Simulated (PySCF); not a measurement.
BF⁺ at UHF

Level: UHF. B 6-311G(d,p), F 6-311G(d,p); no relativity (PySCF 2.14).

| Item | Value |
| --- | --- |
| state | ²Σ⁺ (doublet), unpaired electrons σ ↑ |
| bond length | 1.200 Å |
| harmonic wavenumber | 1767 cm⁻¹ |
| force constant | 12.8 mdyn/Å |
| rotational constant Be | 1.681 cm⁻¹ |
| anharmonicity ωexe | 10.7 cm⁻¹ |
| vibration–rotation constant αe | 0.0160 cm⁻¹ |
| well depth De to B⁺ + F | 3.91 eV |
| dissociation energy D0 | 3.80 eV |
| bond order (Mayer) | 1.65 |
| dipole moment (positive dipole points towards F; it is taken about the centre of mass and depends on that origin) | -3.75 D |

For an ion De counts to the pair picked by the measured ionisation energies or electron affinities, which need not be the lowest pair at this level. Hartree–Fock leaves out correlation, which carries a large part of most bond energies and some tenths to 1 eV of ionisation energies. The state was picked by a PBE0 search and need not be the measured ground state.
